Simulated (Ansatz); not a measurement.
# [H···H···Br], doublet along the distance H1-H2

Starting geometry:

```
atom   x (Å)   y (Å)    z (Å)
   H  0.0000  0.0000  -1.1120
   H  0.0000  0.0000  -0.3670
  Br  0.0000  0.0000   1.4790
```

From there H2 is moved from one fragment to the other while all else, the fragments' distance too, stays fixed; atoms are numbered as listed. Energies are in eV, counted from the starting geometry at the same level. Kohn–Sham curves are unrestricted where that lies lower.

Basis 6-31G (Cartesian d functions); Ansatz 0.2.0. Correlated methods freeze the noble-gas cores and the filled d shells of p-block atoms. No spin–orbit coupling is included, and no scalar relativity.

In so small a basis the reference is far from its limit while semilocal and hybrid functionals are nearer theirs (RPA and double hybrids share much of the reference's basis error), so the functionals' errors here hold much of the reference's basis and frozen-core error, which can add to them or hide them.

Full CI is exact within this basis and frozen core; it isn't the basis-set limit.

```
distance H1-H2 (Å)  full CI     PBE  r2SCAN  B97M-V   PBE0  B3LYP  CAM-B3LYP  wB97M-V  B2PLYP  RPA-PBE
             0.693    0.015   0.087   0.069   0.047  0.063  0.055      0.051    0.034   0.031    0.006
             0.745    0.000   0.000   0.000   0.000  0.000  0.000      0.000    0.000   0.000    0.000
             0.790    0.058  -0.005   0.008   0.023  0.015  0.022      0.027    0.042   0.043    0.066
             0.835    0.157   0.034   0.055   0.082  0.072  0.087      0.097    0.126   0.126    0.173
             0.880    0.276   0.100   0.125   0.162  0.153  0.176      0.192    0.235   0.231    0.302
             0.926    0.404   0.182   0.207   0.254  0.247  0.279      0.299    0.355   0.346    0.441
             0.971    0.521   0.270   0.289   0.350  0.340  0.383      0.404    0.472   0.455    0.572
             1.016    0.624   0.361   0.370   0.449  0.429  0.485      0.504    0.580   0.556    0.693
             1.061    0.714   0.454   0.451   0.551  0.516  0.585      0.600    0.680   0.648    0.801
```
